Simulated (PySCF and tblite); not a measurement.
Results of a calculation; reference values are marked as such.
C₃H₅NO, numbered as in [CH3:1][O:2][CH2:3][C:4]#[N:5].

Level: PBE0-D3(BJ)/def2-SVP (IEF-PCM, water)//GFN2-xTB, thermal terms from GFN2-xTB, symmetry numbers and mirror pairs counted. Conformers within 3 kcal/mol (GFN2-xTB free energy) were kept, 10 at most. GIAO shieldings: KT2/pcSseg-1 (IEF-PCM, water). Shifts are against TMS (¹H), TMS (¹³C) at the same level. Codes: tblite and PySCF.

Torsions listed: C1–O2–C3–C4. Of a mirror pair one member is shown.

```
conformer  shape   symmetry  E(GFN2) kcal/mol  E(DFT) kcal/mol
        1    66°  C1 (pair)              0.00             0.00
        2   180°         Cs              1.49             0.89
```

**Question.** How much do the weights at 298.15 K and the averaged shift of H3 depend on how the conformers are weighted?

**Answer.** 
```json
{"weighting": "DFT energy with thermal terms, symmetry and mirror images (full scheme)", "1 (%)": "89", "2 (%)": "11", "δ (ppm)": "4.74", "rms dipole (D)": "4.04"}
{"weighting": "DFT energy with symmetry and mirror images", "1 (%)": "90", "2 (%)": "10", "δ (ppm)": "4.75", "rms dipole (D)": "4.01"}
{"weighting": "bare DFT energy", "1 (%)": "82", "2 (%)": "18", "δ (ppm)": "4.73", "rms dipole (D)": "4.20"}
{"weighting": "GFN2-xTB energy with symmetry and mirror images", "1 (%)": "96", "2 (%)": "4", "δ (ppm)": "4.76", "rms dipole (D)": "3.87"}
{"weighting": "GFN2-xTB free energy", "1 (%)": "96", "2 (%)": "4", "δ (ppm)": "4.76", "rms dipole (D)": "3.88"}
{"weighting": "leading conformer alone", "1 (%)": "100", "2 (%)": "0", "δ (ppm)": "4.77", "rms dipole (D)": "3.78"}
{"weighting": "equal weights", "1 (%)": "50", "2 (%)": "50", "δ (ppm)": "4.66", "rms dipole (D)": "4.84"}
```

The largest departure from the full scheme, 0.09 ppm, comes with: equal weights.
